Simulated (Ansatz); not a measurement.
`CBC` + H₂O → `CBO` + CH₄  (formal hydrolysis of a B–C bond)

Computed with Ansatz on PBE0-D4/def2-TZVP structures; ΔE is electronic, products minus reactants. CCSD(T)/CBS adds triple-zeta CCSD(T) − MP2 to the extrapolated MP2 energy (def2 sets, frozen cores). This one scheme is used for every species. One conformer a species, not always the lowest.

```tsv
species	CCSD(T)/CBS(def2) energy (Eh)
`CBC`	-105.11307
H₂O	-76.37941
`CBO`	-141.08489
CH₄	-40.46206
```

Task: Work out ΔE.

Result: ΔE = (-141.08489) + (-40.46206) − (-105.11307) − (-76.37941) = -0.05447 Eh = -1.48 eV.

Largest T1 diagnostic among the species: 0.012.

In def2-TZVPP, CCSD(T) changes the Hartree–Fock value by +0.06 eV (the triples alone add −0.01 eV) and MP2 by +0.06 eV. At CCSD(T), def2-SVP lies −0.32 eV from the extrapolated value and def2-TZVPP −0.05 eV.
